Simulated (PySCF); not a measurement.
# BClO (boron chloride oxide) at 6 levels

Aim: a comparison of 6 runs (B3LYP/STO-3G, M06-2X/STO-3G, PBE0/STO-3G, r2SCAN/STO-3G, UMP2/STO-3G, UCCSD(T)/STO-3G) of BClO (boron chloride oxide). Input form: a Python script.

Program for the calculation: PySCF 2.14.0.

3 further runs of the same task are left out: 3 set aside as unsound or not needed.

## Step 1: Starting point

The species is BClO (3 atoms), meant as a singlet with charge 0. As SMILES, `O=BCl`. One bond was lengthened or shortened from a relaxed shape.

Bond lengths: O1–B2 1.193 Å, B2–Cl3 1.966 Å. Angles: O1–B2–Cl3 179.9°.

## Step 2: A single-point energy at B3LYP/STO-3G (run 1)

File input.xyz:

```xyz
3

O      1.268705     0.754087     0.780177
B      0.362225     0.214507     0.222657
Cl    -1.132640    -0.672810    -0.696460
```

File run.py:

```python
from pyscf import gto, dft

molecule = gto.M(
    atom='input.xyz',
    basis='sto-3g',
    spin=0,
    max_memory=1860,
    charge=0,
    verbose=4,
)

mf = dft.RKS(molecule)
mf.xc = 'b3lyp'
mf.grids.level = 5
mf.conv_tol = 1e-10
mf.kernel()
if not mf.converged:
    mf = mf.newton().run(mf.mo_coeff, mf.mo_occ)

etot = mf.e_tot
print('E = %.10f Eh' % etot)
```

Run with:

```bash
$ OMP_NUM_THREADS=1 python run.py
```

Output:

```text
PySCF version 2.14.0

[INPUT] num. atoms = 3
[INPUT] num. electrons = 30
[INPUT] charge = 0
[INPUT] spin (= nelec alpha-beta = 2S) = 0
[INPUT] symmetry False subgroup None
[INPUT] Mole.unit = angstrom
[INPUT] Symbol           X                Y                Z      unit          X                Y                Z       unit  Magmom
[INPUT]  1 O      1.268705000000   0.754087000000   0.780177000000 AA    2.397504982866   1.425017904095   1.474320858685 Bohr   0.0
[INPUT]  2 B      0.362225000000   0.214507000000   0.222657000000 AA    0.684506045471   0.405359481802   0.420760749717 Bohr   0.0
[INPUT]  3 Cl    -1.132640000000  -0.672810000000  -0.696460000000 AA   -2.140379397727  -1.271426633869  -1.316118656715 Bohr   0.0

nuclear repulsion = 63.39210545175
number of shells = 11
number of NR pGTOs = 57
number of NR cGTOs = 19
basis = sto-3g
ecp = {}

******** <class 'pyscf.dft.rks.RKS'> ********
method = RKS
initial guess = minao
damping factor = 0
level_shift factor = 0
DIIS = <class 'pyscf.scf.diis.CDIIS'>
diis_start_cycle = 1
diis_space = 8
diis_damp = 0
SCF conv_tol = 1e-10
SCF conv_tol_grad = None
SCF max_cycles = 50
direct_scf = True
direct_scf_tol = 1e-13
XC library pyscf.dft.libxc version 7.0.0
    S. Lehtola, C. Steigemann, M. J.T. Oliveira, and M. A.L. Marques.,  SoftwareX 7, 1–5 (2018)
XC functionals = b3lyp
    P. J. Stephens, F. J. Devlin, C. F. Chabalowski, and M. J. Frisch.,  J. Phys. Chem. 98, 11623 (1994)
radial grids:
    Treutler-Ahlrichs [JCP 102, 346 (1995); DOI:10.1063/1.469408] (M4) radial grids

becke partition: Becke, JCP 88, 2547 (1988); DOI:10.1063/1.454033
pruning grids: <function nwchem_prune>
grids dens level: 5
symmetrized grids: False
atomic radii adjust function: <function treutler_atomic_radii_adjust>
small_rho_cutoff = 0
Set gradient conv threshold to 1e-05
Initial guess from minao.
tot grids = 129184
init E= -553.772877527327
  HOMO = -0.391590148286615  LUMO = -0.0319080526139736  gap/eV = 9.78745
cycle= 1 E= -553.743714409594  delta_E= 0.0292  |g|= 0.764  |ddm|= 2.56
  HOMO = -0.161345497587637  LUMO = -0.0182592464354104  gap/eV = 3.89358
cycle= 2 E= -552.088906065474  delta_E= 1.65  |g|= 2.67  |ddm|= 3.29
  HOMO = -0.231861639255212  LUMO = 0.035092214571243  gap/eV = 7.26418
cycle= 3 E= -553.938402325512  delta_E= -1.85  |g|= 0.212  |ddm|=  2.5
  HOMO = -0.272203694780979  LUMO = 0.042112819953453  gap/eV = 8.55299
cycle= 4 E= -553.953669656683  delta_E= -0.0153  |g|= 0.0846  |ddm|= 0.413
  HOMO = -0.269203826540624  LUMO = 0.0405552873414589  gap/eV = 8.42897
cycle= 5 E= -553.955948152686  delta_E= -0.00228  |g|= 0.0244  |ddm|= 0.101
  HOMO = -0.269327172848038  LUMO = 0.0414638931191535  gap/eV = 8.45706
cycle= 6 E= -553.956108839383  delta_E= -0.000161  |g|= 0.00274  |ddm|= 0.0218
  HOMO = -0.269327050067208  LUMO = 0.0415356632347725  gap/eV = 8.45901
cycle= 7 E= -553.95611091311  delta_E= -2.07e-06  |g|= 4.72e-06  |ddm|= 0.00281
  HOMO = -0.269326860283379  LUMO = 0.0415366940405011  gap/eV = 8.45903
cycle= 8 E= -553.956110913129  delta_E= -1.92e-11  |g|= 1.46e-06  |ddm|= 1.78e-05
  HOMO = -0.269326997974658  LUMO = 0.0415364603153364  gap/eV = 8.45903
Extra cycle  E= -553.956110913125  delta_E= 3.64e-12  |g|= 3.52e-06  |ddm|= 4.81e-06
converged SCF energy = -553.956110913125
E = -553.9561109131 Eh
```

Run time: 2.2 s. Hardware: 1 thread of Arm Neoverse V1, shared host; peak memory 0.19 GiB.

## Step 3: A single-point energy at M06-2X/STO-3G (run 2)

File start.xyz:

```xyz
3

O      1.268705     0.754087     0.780177
B      0.362225     0.214507     0.222657
Cl    -1.132640    -0.672810    -0.696460
```

File job.py:

```python
from pyscf import gto, dft

molecule = gto.M(
    atom='start.xyz',
    spin=0,
    max_memory=1860,
    verbose=4,
    basis='sto-3g',
)

ks = dft.RKS(molecule)
ks.xc = 'm06-2x'
ks.conv_tol = 1e-10
ks.grids.level = 5
ks.kernel()
if not ks.converged:
    ks = ks.newton().run(ks.mo_coeff, ks.mo_occ)

energy = ks.e_tot
print(f'total energy: {energy:.8f} hartree')
```

Run with:

```bash
$ OMP_NUM_THREADS=1 python job.py
```

Output:

```text
PySCF version 2.14.0

[INPUT] num. atoms = 3
[INPUT] num. electrons = 30
[INPUT] charge = 0
[INPUT] spin (= nelec alpha-beta = 2S) = 0
[INPUT] symmetry False subgroup None
[INPUT] Mole.unit = angstrom
[INPUT] Symbol           X                Y                Z      unit          X                Y                Z       unit  Magmom
[INPUT]  1 O      1.268705000000   0.754087000000   0.780177000000 AA    2.397504982866   1.425017904095   1.474320858685 Bohr   0.0
[INPUT]  2 B      0.362225000000   0.214507000000   0.222657000000 AA    0.684506045471   0.405359481802   0.420760749717 Bohr   0.0
[INPUT]  3 Cl    -1.132640000000  -0.672810000000  -0.696460000000 AA   -2.140379397727  -1.271426633869  -1.316118656715 Bohr   0.0

nuclear repulsion = 63.39210545175
number of shells = 11
number of NR pGTOs = 57
number of NR cGTOs = 19
basis = sto-3g
ecp = {}

******** <class 'pyscf.dft.rks.RKS'> ********
method = RKS
initial guess = minao
damping factor = 0
level_shift factor = 0
DIIS = <class 'pyscf.scf.diis.CDIIS'>
diis_start_cycle = 1
diis_space = 8
diis_damp = 0
SCF conv_tol = 1e-10
SCF conv_tol_grad = None
SCF max_cycles = 50
direct_scf = True
direct_scf_tol = 1e-13
XC library pyscf.dft.libxc version 7.0.0
    S. Lehtola, C. Steigemann, M. J.T. Oliveira, and M. A.L. Marques.,  SoftwareX 7, 1–5 (2018)
XC functionals = m06-2x
    Y. Zhao and D. G. Truhlar.,  Theor. Chem. Acc. 120, 215 (2008)
    Y. Zhao and D. G. Truhlar.,  Theor. Chem. Acc. 120, 215 (2008)
radial grids:
    Treutler-Ahlrichs [JCP 102, 346 (1995); DOI:10.1063/1.469408] (M4) radial grids

becke partition: Becke, JCP 88, 2547 (1988); DOI:10.1063/1.454033
pruning grids: <function nwchem_prune>
grids dens level: 5
symmetrized grids: False
atomic radii adjust function: <function treutler_atomic_radii_adjust>
small_rho_cutoff = 0
Set gradient conv threshold to 1e-05
[... 1 set-up line as earlier in the session ...]
tot grids = 129184
init E= -553.767859231634
  HOMO = -0.4287902190729  LUMO = -0.0178139556384197  gap/eV = 11.18323
cycle= 1 E= -553.778159275647  delta_E= -0.0103  |g|= 0.738  |ddm|= 2.51
  HOMO = -0.246505765933124  LUMO = 0.0125542560091392  gap/eV = 7.04938
cycle= 2 E= -553.21417106118  delta_E= 0.564  |g|= 1.76  |ddm|= 2.38
  HOMO = -0.307375474501708  LUMO = 0.0795550758150441  gap/eV = 10.52892
cycle= 3 E= -553.981166538901  delta_E= -0.767  |g|= 0.0931  |ddm|= 1.53
  HOMO = -0.333170961858914  LUMO = 0.0880329958063413  gap/eV = 11.46154
cycle= 4 E= -553.984204507007  delta_E= -0.00304  |g|= 0.0341  |ddm|= 0.158
  HOMO = -0.330356442623469  LUMO = 0.0893407283681918  gap/eV = 11.42054
cycle= 5 E= -553.984582953716  delta_E= -0.000378  |g|= 0.00518  |ddm|= 0.0522
  HOMO = -0.330521035955242  LUMO = 0.0901486727995662  gap/eV = 11.44701
cycle= 6 E= -553.984598114631  delta_E= -1.52e-05  |g|= 0.000889  |ddm|= 0.0172
  HOMO = -0.330566075398018  LUMO = 0.0900773073844043  gap/eV = 11.44629
cycle= 7 E= -553.984598323461  delta_E= -2.09e-07  |g|= 6.15e-05  |ddm|= 0.000825
  HOMO = -0.330568896705974  LUMO = 0.0900748004039468  gap/eV = 11.44630
cycle= 8 E= -553.984598324432  delta_E= -9.71e-10  |g|= 3.4e-06  |ddm|= 5.69e-05
  HOMO = -0.330568901738814  LUMO = 0.0900746087533497  gap/eV = 11.44629
cycle= 9 E= -553.984598324435  delta_E= -2.96e-12  |g|= 1.31e-07  |ddm|= 3.91e-06
  HOMO = -0.330568912736979  LUMO = 0.090074599781401  gap/eV = 11.44629
Extra cycle  E= -553.984598324435  delta_E= -1.14e-13  |g|= 1.75e-07  |ddm|= 3.61e-07
converged SCF energy = -553.984598324435
total energy: -553.98459832 hartree
```

Wall time 3.3 s (1 thread of Arm Neoverse V1, shared host); peak memory 0.2 GiB.

Runs 3 to 5 aren't shown in full; the table further down has their settings and results.

## Step 4: A single-point energy at UCCSD(T)/STO-3G (run 6)

File input.py:

```python
from pyscf import gto, cc

molecule = gto.Mole()
molecule.atom = 'O 1.268705 0.754087 0.780177; B 0.362225 0.214507 0.222657; Cl -1.132640 -0.672810 -0.696460'
molecule.charge = 0
molecule.basis = 'sto-3g'
molecule.verbose = 4
molecule.max_memory = 1860
molecule.build()

myscf = molecule.UHF()
myscf.conv_tol = 1e-10
myscf.kernel()
if not myscf.converged:
    myscf = myscf.newton().run(myscf.mo_coeff, myscf.mo_occ)
for _ in range(3):
    mo, _, stable, _ = myscf.stability(return_status=True)
    if stable:
        break
    myscf.kernel(myscf.make_rdm1(mo, myscf.mo_occ))

mycc = cc.CCSD(myscf, frozen=7)
mycc.kernel()
e_t = mycc.ccsd_t()
etot = mycc.e_tot + e_t
print('Final energy', etot)
```

Run with:

```bash
$ OMP_NUM_THREADS=1 python input.py
```

Output:

```text
PySCF version 2.14.0

[INPUT] num. atoms = 3
[INPUT] num. electrons = 30
[INPUT] charge = 0
[INPUT] spin (= nelec alpha-beta = 2S) = 0
[INPUT] symmetry False subgroup None
[INPUT] Mole.unit = angstrom
[INPUT] Symbol           X                Y                Z      unit          X                Y                Z       unit  Magmom
[INPUT]  1 O      1.268705000000   0.754087000000   0.780177000000 AA    2.397504982866   1.425017904095   1.474320858685 Bohr   0.0
[INPUT]  2 B      0.362225000000   0.214507000000   0.222657000000 AA    0.684506045471   0.405359481802   0.420760749717 Bohr   0.0
[INPUT]  3 Cl    -1.132640000000  -0.672810000000  -0.696460000000 AA   -2.140379397727  -1.271426633869  -1.316118656715 Bohr   0.0

nuclear repulsion = 63.39210545175
number of shells = 11
number of NR pGTOs = 57
number of NR cGTOs = 19
basis = sto-3g
ecp = {}

[... 73 lines left out ...]
converged SCF energy = -552.842376771419  <S^2> = 1.2681411e-11  2S+1 = 1
[... 14 lines left out ...]
Init t2, MP2 energy = -0.13466384788193
[... 13 lines left out ...]
UCCSD converged
[... 2 lines left out ...]
Final energy -552.9923660242127
```

Run time: 0.95 s. Hardware: 1 thread of Arm Neoverse V1, shared host; peak memory 0.12 GiB.

## Step 5: The series

| run | level | integration grid | frozen core orbitals | energy (Eh) | dipole moment (D) of the reference | HOMO energy (eV) | LUMO energy (eV) | wall time |
| --- | --- | --- | --- | --- | --- | --- | --- | --- |
| 1 | B3LYP/STO-3G | 5 | – | -553.956111 | 0.33 | -7.33 | 1.13 | 2.2 s |
| 2 | M06-2X/STO-3G | 5 | – | -553.984598 | 0.42 | -9.00 | 2.45 | 3.3 s |
| 3 | PBE0/STO-3G | 5 | – | -553.727435 | 0.37 | -7.67 | 1.38 | 2.2 s |
| 4 | r2SCAN/STO-3G | 5 | – | -553.919549 | 0.33 | -6.48 | 0.41 | 3.3 s |
| 5 | UMP2/STO-3G | – | 7 | -552.977041 | 0.22 | -11.30 | 6.22 | 0.85 s |
| 6 | UCCSD(T)/STO-3G | – | 7 | -552.992366 | 0.22 | -11.30 | 6.22 | 0.95 s |

## Step 6: Outcome

```
                                          quantity          value
                               run 6: total energy  -552.99237 Eh
       run 6: dipole moment (Hartree–Fock density)         0.22 D
        run 6: HOMO energy (Hartree–Fock orbitals)      -11.30 eV
        run 6: LUMO energy (Hartree–Fock orbitals)        6.22 eV
      run 6: HOMO–LUMO gap (Hartree–Fock orbitals)       17.52 eV
run 6: correlation energy (7 core orbitals frozen)     -150.0 mEh
                             run 6: (T) correction      -7.90 mEh
                              run 6: T1 diagnostic          0.019
```

Over runs 1, 2, 3, 4 the dipole moment (its size) runs from 0.33 D (r2SCAN/STO-3G) to 0.42 D (M06-2X/STO-3G). Over runs 1, 2, 3, 4 the HOMO–LUMO gap runs from 6.90 eV (r2SCAN/STO-3G) to 11.45 eV (M06-2X/STO-3G). Totals of different functionals can't be ranked against each other. In runs 1, 2, 3, 4, 5, 6 the basis is minimal, so the values are rough. All runs together took 13 s, the longest 3.3 s.
